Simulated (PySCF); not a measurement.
**AlF: energy against distance**

Set-up: Al def2-TZVPP, F def2-TZVPP; no relativity (PySCF 2.14). Energies in eV from Al + F in their ground configurations at the same level. State: ¹Σ⁺ (singlet), closed shell.

All columns are TPSS. A positive dipole means Al(−)F(+).

```json
{"R (Å)": "1.435", "E (eV)": "-5.711", "μ (D)": "-0.19", "Mulliken charge on Al (basis-dependent)": "0.26", "HOMO (eV)": "-5.89", "LUMO (eV)": "-1.61", "Mayer bond order": "1.19", "⟨S²⟩": "0.00"}
{"R (Å)": "1.502", "E (eV)": "-6.339", "μ (D)": "-0.47", "Mulliken charge on Al (basis-dependent)": "0.27", "HOMO (eV)": "-5.99", "LUMO (eV)": "-1.71", "Mayer bond order": "1.18", "⟨S²⟩": "0.00"}
{"R (Å)": "1.569", "E (eV)": "-6.688", "μ (D)": "-0.77", "Mulliken charge on Al (basis-dependent)": "0.29", "HOMO (eV)": "-6.10", "LUMO (eV)": "-1.82", "Mayer bond order": "1.15", "⟨S²⟩": "0.00"}
{"R (Å)": "1.619", "E (eV)": "-6.817", "μ (D)": "-1.01", "Mulliken charge on Al (basis-dependent)": "0.30", "HOMO (eV)": "-6.18", "LUMO (eV)": "-1.90", "Mayer bond order": "1.13", "⟨S²⟩": "0.00"}
{"R (Å)": "1.669", "E (eV)": "-6.863", "μ (D)": "-1.26", "Mulliken charge on Al (basis-dependent)": "0.32", "HOMO (eV)": "-6.27", "LUMO (eV)": "-1.99", "Mayer bond order": "1.10", "⟨S²⟩": "0.00"}
{"R (Å)": "1.719", "E (eV)": "-6.847", "μ (D)": "-1.52", "Mulliken charge on Al (basis-dependent)": "0.34", "HOMO (eV)": "-6.35", "LUMO (eV)": "-2.07", "Mayer bond order": "1.07", "⟨S²⟩": "0.00"}
{"R (Å)": "1.786", "E (eV)": "-6.753", "μ (D)": "-1.87", "Mulliken charge on Al (basis-dependent)": "0.38", "HOMO (eV)": "-6.46", "LUMO (eV)": "-2.18", "Mayer bond order": "1.03", "⟨S²⟩": "0.00"}
{"R (Å)": "1.869", "E (eV)": "-6.557", "μ (D)": "-2.33", "Mulliken charge on Al (basis-dependent)": "0.42", "HOMO (eV)": "-6.58", "LUMO (eV)": "-2.31", "Mayer bond order": "0.97", "⟨S²⟩": "0.00"}
{"R (Å)": "1.969", "E (eV)": "-6.254", "μ (D)": "-2.88", "Mulliken charge on Al (basis-dependent)": "0.46", "HOMO (eV)": "-6.70", "LUMO (eV)": "-2.47", "Mayer bond order": "0.91", "⟨S²⟩": "0.00"}
{"R (Å)": "2.103", "E (eV)": "-5.795", "μ (D)": "-3.63", "Mulliken charge on Al (basis-dependent)": "0.51", "HOMO (eV)": "-6.80", "LUMO (eV)": "-2.67", "Mayer bond order": "0.85", "⟨S²⟩": "0.00"}
```

A fit through these points gives, at Re = 1.679 Å, μ = -1.31 D and dμ/dR = -5.10 D/Å; the reduced mass is 11.15 u.

Problem. How strong is the fundamental in the double-harmonic approximation, I = 42.26·(dμ/dR)²/μred km/mol?

Solution. I = 42.26·(-5.10)²/11.15 = 98.6 km/mol at TPSS.
